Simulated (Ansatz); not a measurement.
## Copper, fcc: convergence with Fermi-Dirac smearing

Computed with Ansatz, PBE, scalar-relativistic PAW, on the relaxed cell (a = 3.629 Å; spin not included). Errors count from a run at 420 eV on a Γ-centred 24×24×24 mesh with Fermi-Dirac smearing of 0.1 eV, extrapolated to zero width. Fixed here: cutoff 420 eV, mesh 15×15×15. The SCF starts from atomic densities corrected by a trained network.

```csv
width (eV),E(σ→0) error (meV/atom),F error (meV/atom),P (GPa),SCF iterations
0.01,2.2,2.1,-0.17,6
0.03,2.1,1.5,-0.15,6
0.2,1.6,-19.2,0.19,6
0.3,6.2,-46.8,0.53,6
0.6,54.5,-247.0,3.40,6
1.0,110.3,-825.8,10.49,6
```

Task: What does the run at 0.1 give (width)?

Result: E(σ→0) error (meV/atom): 1.5; F error (meV/atom): -3.8; P (GPa): 0.00; SCF iterations: 6.
